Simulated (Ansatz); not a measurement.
Consider the β-hydride elimination: `CC[SiH2]CC` → `CC[SiH3]` + `C=C`.

Calculated with Ansatz (gas phase, PBE0-D4/def2-TZVP geometries, no zero-point term in ΔE). CBS: MP2 limit from def2 TZ/QZ plus the TZ coupled-cluster correction, frozen cores. This one scheme is used for every species. Functionals use def2-TZVPP. One conformer a species, not always the lowest.

| level | ΔE (kcal/mol) |
| --- | --- |
| LDA (SPW92) | 42.5 |
| B97M-V | 33.6 |
| r2SCAN0-D4 | 37.0 |
| PBE0 | 34.8 |
| CAM-B3LYP | 30.7 |
| RPA@PBE/def2-TZVPP | 30.5 |
| HF/def2-TZVPP | 24.8 |
| HF/CBS(def2) | 24.6 |

**Question.** What does CCSD(T)/CBS give? (An estimate is asked.)

**Answer.** Computed: +33.0 kcal/mol. The listed levels differ from it by 9.5, 0.6, 4.0, 1.8, -2.3, -2.5, -8.2, -8.4 kcal/mol.

Largest T1 diagnostic among the species: 0.011.

At CCSD(T), def2-SVP lies −1.4 kcal/mol from the extrapolated value and def2-TZVPP −0.6 kcal/mol. In def2-TZVPP, CCSD(T) changes the Hartree–Fock value by +7.6 kcal/mol (the triples alone add +0.4 kcal/mol) and MP2 by +10.7 kcal/mol.

CCSD(T)/CBS has its own doubt, a few kJ/mol and more with outer-core shells, so smaller differences from it don't rank the levels.
